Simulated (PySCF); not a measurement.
Gas-phase reaction: vinylsilane + 4 SiH2(NH2)2 + C4H10 (n-butane) → 3 ethylsilane + 2 Si(NH2)4

Computed with PySCF and rigid-rotor harmonic-oscillator thermochemistry at 1 bar. S°(298 K) at PBE0/def2-TZVP differs from the NASA 1993 table for C4H10 (n-butane) (-9 J/mol/K); whether the harmonic model or the table's entry is off was not settled. † marks an energy on the PBE0/def2-TZVP geometry and frequencies; other levels use their own. MP2 freezes the core. All species are closed-shell singlets. B3LYP is the form with VWN-RPA correlation. No R ln 2 is added for the mirror-image form of SiH2(NH2)2. SiH2(NH2)2, Si(NH2)4: computed as isolated molecules; such fragments, hydroxides, amides, oligomers or adducts are transient or little studied in the gas. MP2 isn't extrapolated to the basis-set limit; its ΔH°(298 K) is -211.4 kJ in def2-SVP and -224.3 kJ in def2-TZVPP. The harmonic model lacks anharmonicity and excited electronic states, which grow with temperature; levels with a mode under 35 cm⁻¹ are left out. Internal rotation in vinylsilane, SiH2(NH2)2, C4H10 (n-butane), ethylsilane, Si(NH2)4 is treated as a harmonic vibration of one conformer, which makes the entropy rough.

| level | ΔE electronic, kJ | ΔH°(298 K), kJ | ΔS°(298 K), J/K | ΔG°(2000 K), kJ |
|---|---|---|---|---|
| B3LYP/def2-TZVP† | -196 | -179 | -179 | 151 |
| HF/def2-TZVP† | -182 | -165 | -179 | 166 |
| MP2/def2-SVP† | -228 | -211 | -179 | 119 |
| MP2/def2-TZVPP† | -241 | -224 | -179 | 106 |
| PBE/def2-SVP | -223 | -207 | -166 | 94 |
| PBE0/def2-TZVP | -237 | -220 | -179 | 110 |
ΔH° is lowest at MP2/def2-TZVPP† and highest at HF/def2-TZVP†. No reference value is set beside these.
